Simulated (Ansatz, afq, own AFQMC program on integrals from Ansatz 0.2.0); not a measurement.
Integrals from Ansatz 0.2.0, then the random walk in our own AFQMC program (afq).

```yaml
crystal:
  periodic: [false, false, false]
  atoms:
    - {symbol: B, position_ang: [0.000000, 0.000000, 1.165459]}
    - {symbol: O, position_ang: [0.000000, 0.000000, -0.106612]}
    - {symbol: H, position_ang: [0.000000, 0.000000, -1.058847]}
basis:
  gaussian: {orbitals: cc-pVDZ}
magnetization: {spin_polarized: false}
correlation: {method: ccsd_t, electrons: outside_noble_gas, hamiltonian_folder: ham}
```

```sh
$ ansatz run in.yaml --threads 1 --pin off --events-out ev --progress --plain --max-ram 1382MiB
```

afq runs on the folder ham with

```
--method free --trial cisd --walkers 100 --time-step 0.03 --max-blocks 80 --target-error 0.00038 --factor-cut 1e-05 --seed 3908 --times 0,0.21,0.42,0.81,1.2,1.8,2.4,3 --taylor-order 8
```

Times are imaginary, in 1/Eh. The walk had a cap of 512 s.

afq prints:

```
orbitals 31  electrons 5 5  factors 224 of 304
reference energy -100.10022274 Eh
CCSD correlation -0.26851237 Eh in 10 cycles, weight of the determinant in the CISD state 0.8957
repeat  energy at the last time / Eh  error
    10  -100.378573  0.001575
    20  -100.376227  0.001164
    30  -100.376357  0.000874
    40  -100.376857  0.000765
    50  -100.376786  0.000647
    60  -100.376846  0.000569
    70  -100.376748  0.000527
    80  -100.376565  0.000471
time / (1/Eh)  energy / Eh  error  mean overlap
  0.00  -100.368532  0.000487  1.1145
  0.21  -100.373048  0.000337  1.1140
  0.42  -100.374681  0.000302  1.1182
  0.81  -100.376614  0.000314  1.1118
  1.20  -100.376712  0.000333  1.1152
  1.80  -100.376995  0.000403  1.1070
  2.40  -100.376776  0.000446  1.1108
  3.00  -100.376565  0.000471  1.1232
energy -100.376565 +/- 0.000471 Eh
```

The run passed its tests (error under three times the target), which doesn't prove that it has relaxed.

Against this walk (error 12.8 meV) on the same determinant: CCSD(T) 15.1 meV higher (within the noise), CCSDT(Q) 18.9 meV lower (within the noise). The error is statistical, and a free projection of finite length keeps a remainder of its start.

Cautions: remainder of the start not in the error; error above the target (12.8 against 10.3 meV).

The walk took 100 s on 1 thread of Intel(R) Xeon(R) Platinum 8375C CPU @ 2.90GHz (Ice Lake) (shared host). The log's last line is the free-projection energy.

CCSDT and higher add their correlation energy to the determinant of the CCSD(T) run, since their own runs factorise the integrals more tightly (a shift of under 2 meV). A walk keeps the symmetry of its determinant, which the program's search chose and which needn't be the lowest solution, so a lower state of the same spin and another symmetry isn't excluded.
